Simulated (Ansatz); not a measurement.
# HCl (singlet): from Hartree-Fock to the top rungs, 6-31G

An exercise on one series of results from a longer session: the logs are not shown, and one member is left open.

The runs use Ansatz 0.2.0, Gaussian basis; 6-31G, core rule «outside noble gas», up to 5 orbitals frozen.

To be run: UHF; CCSD(T) on RHF; BCCD(T) on RHF; CISD; CCSDT(Q) on RHF; CISDTQ; CCSDTQ on RHF; CASSCF and MRCISD+Q, 8 electrons in 5 orbitals; CASSCF and NEVPT2, 8 electrons in 5 orbitals; Full CI.

9 further runs of the same task are left out: 9 set aside as unsound or not needed.

**What is computed**

The geometry is an MP2(full)/6-31G* stationary point (not a proven minimum).

2 atoms, charge 0, spin multiplicity 1.

Atoms are counted from 1 here; the program's logs count them from 0.

Bond lengths: Cl1–H2 1.280 Å.

Set-up of the first run:

The input, in.yaml:

```yaml
crystal:
  periodic: [false, false, false]
  atoms:
    - {symbol: Cl, position_ang: [0.000000, 0.000000, 0.000000]}
    - {symbol: H, position_ang: [0.000000, 0.000000, 1.279978]}
basis:
  gaussian: {orbitals: 6-31G}
magnetization: {spin_polarized: true, initial_magnetization: 0}
hamiltonian: {xc: hf}
output: {orbitals: {seedname: orbitals}}
```

On the command line:

```console
> ansatz run in.yaml --threads 1 --pin off --events-out ev --progress --plain --max-ram 5120MiB --backend cpu
```

Steps of the session up to this table: UHF; CCSD(T) on RHF; BCCD(T) on RHF; CISD; CCSDT(Q) on RHF; CISDTQ; CCSDTQ on RHF; CASSCF and MRCISD+Q, 8 electrons in 5 orbitals; CASSCF and NEVPT2, 8 electrons in 5 orbitals; Full CI.

One table of the session follows, with a row left open; its other results are not shown here.

```
          method  from FCI (meV)
             RHF         +1582.8
            RMP2          +275.4
            CISD           +49.7
           RCCSD           +15.2
        RCCSD(T)            +3.2
         BCCD(T)            +3.2
          RCCSDT            +0.6
          CISDTQ            +1.1
       RCCSDT(Q)            +0.1
         RCCSDTQ             0.0
  CASSCF valence               ?
  NEVPT2 valence          +264.6
  MRCISD valence           +27.8
MRCISD+Q valence            +9.7
             FCI               0
```

**Question.** Estimate the row for CASSCF valence.

**Answer.** from FCI (meV): +1033.1. In the column «from FCI (meV)» it lies between RMP2 (+275.4) and RHF (+1582.8).

With the free atoms at the same levels and basis (separate runs), the atomisation energy is 3.350 eV at FCI, 3.348 eV at RCCSD(T), 2.609 eV at RHF.
